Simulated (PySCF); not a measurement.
C₂H₃, SMILES [CH]=C, multiplicity 2. Atoms are numbered in the order given.

```xyz
5

C      0.1427    -0.7085     0.0000
C     -0.0293     0.5883     0.0000
H     -0.4589    -1.6139     0.0000
H     -1.0322     1.0440     0.0000
H      0.8110     1.2913     0.0000
```
Charge 0, spin multiplicity 2.

The structure is a stationary point at PBE-D3(BJ)/def2-TZVP. The isomer is the one that the SMILES or the coordinates give; other isomers of the formula were not compared.

These are M06-2X/def2-TZVPD (PySCF) values and carry that method's errors.

Mulliken values depend strongly on the basis, most of all with diffuse functions as here. ESP charges are fitted to the potential on shells at 1.4 to 2.0 van der Waals radii. Atomic charges (e):

| atom | ESP fit | meta-Löwdin | Mulliken | Mulliken spin |
|---|---|---|---|---|
| C1 | -0.17 | -0.14 | -0.33 | 1.22 |
| C2 | -0.45 | -0.27 | -0.21 | -0.37 |
| H3 | 0.19 | 0.14 | 0.22 | 0.02 |
| H4 | 0.20 | 0.13 | 0.17 | 0.09 |
| H5 | 0.22 | 0.13 | 0.15 | 0.05 |
